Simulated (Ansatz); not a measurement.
# BSiNH (doublet): wave-function methods side by side, def2-QZVPP

One table from this session's results is given with a row withheld; the runs are named, their logs left out.

The runs use Ansatz 0.2.0, Gaussian basis; def2-QZVPP, core rule «outside noble gas», up to 7 orbitals frozen.

Plan: UHF; ROHF; CCSD(T) on UHF.

3 further runs of the same task are left out: 1 that didn't finish, 2 set aside as unsound or not needed.

**The system**

The geometry is a PBE0/def2-TZVP stationary point (not a proven minimum) of the parent state, kept for this charge and spin.

4 atoms, charge 0, spin multiplicity 2.

Atoms are counted from 1 here; the program's logs count them from 0.

Bond lengths: N1–B2 1.336 Å, N1–Si3 1.777 Å, B2–Si3 2.063 Å, B2–H4 1.181 Å. Angles: B2–N1–Si3 81.7°, N1–B2–Si3 58.5°, N1–B2–H4 153.5°, Si3–B2–H4 148.1°, N1–Si3–B2 39.9°.

Set-up of the first run:

in.yaml reads:

```yaml
crystal:
  periodic: [false, false, false]
  atoms:
    - {symbol: N, position_ang: [0.000000, -0.759800, 0.665432]}
    - {symbol: B, position_ang: [0.000000, 0.473968, 1.177819]}
    - {symbol: Si, position_ang: [0.000000, 0.151704, -0.859531]}
    - {symbol: H, position_ang: [0.000000, 1.247631, 2.069996]}
basis:
  gaussian: {orbitals: "def2-QZVPP.json"}
magnetization: {spin_polarized: true, initial_magnetization: 1}
hamiltonian: {xc: hf}
output: {orbitals: {seedname: orbitals}}
```

Started as:

```bash
$ ansatz run in.yaml --threads 1 --pin off --events-out ev --progress --plain --max-ram 2393MiB
```

Among the steps run: UHF; ROHF; CCSD(T) on UHF.

One of the session's tables, all rows but one given; the rest of the session is left out.

| method | from UCCSD(T) (meV) |
| --- | --- |
| ROHF | +12187.2 |
| UHF | ? |
| UMP2 | +1015.1 |
| UCCSD | +682.3 |
| UCCSD(T) | 0 |

**Question.** Estimate the row for UHF.

**Answer.** from UCCSD(T) (meV): +12036.4. In the column «from UCCSD(T) (meV)» it lies between UMP2 (+1015.1) and ROHF (+12187.2).
